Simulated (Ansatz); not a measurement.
**PN: a ladder of functionals and wavefunction methods**

One table from this session's results is given with a row withheld; the runs are named, their logs left out.

Method: functionals in def2-TZVPP, the program's frozen cores in correlated methods; program: Ansatz 0.2.0, Gaussian basis.

Levels to be run: LDA (SPW92), PBE-D4, revPBE-D4, BLYP-D4, r2SCAN-D4, B97M-V, PBE0-D4, B3LYP-D4, r2SCANh-D4, r2SCAN0-D4, HSE06-D4, BHLYP-D4, CAM-B3LYP-D4, LC-ωPBE, ωB97X-V, ωB97M-V, B2PLYP, PBE-QIDH; CCSD(T)/def2-SVP; CCSD(T)/def2-TZVPP; CCSD(T)/def2-QZVPP; extrapolation to the limit; RPA on PBE.

### Structure used throughout

An earlier PBE0-D4 in a triple-zeta def2 set relaxation fixed the geometry.

2 atoms, charge 0, spin multiplicity 1.

Atoms are counted from 1 here; the program's logs count them from 0.

Bond lengths: N1–P2 1.479 Å.

Set-up of the first run:

in.yaml

```yaml
crystal:
  periodic: [false, false, false]
  atoms:
    - {symbol: N, position_ang: [-0.000000, -0.000000, 0.005728]}
    - {symbol: P, position_ang: [0.000000, 0.000000, 1.485138]}
basis:
  gaussian: {orbitals: def2-TZVPP}
hamiltonian: {xc: lda}
output: {orbitals: {seedname: orbitals}}
```

Command:

```
ansatz run in.yaml --threads 2 --pin off --events-out ev --progress --plain --max-ram 22528MiB --backend cpu
```

Steps of the session up to this table: LDA; PBE-D4 (GGA); revPBE-D4 (GGA); BLYP-D4 (GGA); r2SCAN-D4 (meta-GGA); B97M-V (meta-GGA); B3LYP-D4 (hybrid); r2SCANh-D4 (hybrid); r2SCAN0-D4 (hybrid); HSE06-D4 (hybrid); BHLYP-D4 (hybrid); CAM-B3LYP-D4 (range-separated); LC-ωPBE (range-separated); ωB97X-V (range-separated); ωB97M-V (range-separated); B2PLYP (double hybrid); PBE-QIDH (double hybrid).

One of the session's tables, all rows but one given; the rest of the session is left out.

It belongs to the step «Orbital energies across the functionals». 

| functional | HOMO (eV) | LUMO (eV) | gap (eV) |
| --- | --- | --- | --- |
| LDA (SPW92) | -7.75 | -3.42 | 4.33 |
| PBE-D4 | -7.65 | -3.25 | 4.40 |
| revPBE-D4 | -7.61 | -3.19 | 4.42 |
| BLYP-D4 | -7.53 | -3.12 | 4.41 |
| r2SCAN-D4 | -8.03 | -3.14 | 4.89 |
| B97M-V | -8.15 | -3.05 | 5.09 |
| PBE0-D4 | -9.25 | -2.31 | 6.94 |
| B3LYP-D4 | -8.98 | -2.53 | 6.45 |
| r2SCANh-D4 | -8.62 | -2.78 | 5.84 |
| r2SCAN0-D4 | -9.50 | -2.24 | 7.26 |
| HSE06-D4 | -8.84 | -2.69 | 6.14 |
| BHLYP-D4 | ? | ? | ? |
| CAM-B3LYP-D4 | -10.70 | -1.12 | 9.58 |
| LC-ωPBE | -12.10 | 0.03 | 12.13 |
| ωB97X-V | -11.75 | -0.03 | 11.72 |
| ωB97M-V | -11.60 | -0.04 | 11.56 |

Estimate the missing values for BHLYP-D4.

Worked estimate for «HOMO (eV)». Against the share of exact exchange, BLYP-D4 (0, -7.53), B3LYP-D4 (0.2, -8.98) give a slope of -7.25 per unit share; at 0.5 the line stands at -11.15.

As computed: HOMO (eV): -10.50; LUMO (eV): -1.26; gap (eV): 9.24. In «HOMO (eV)» the line misses by -0.65.
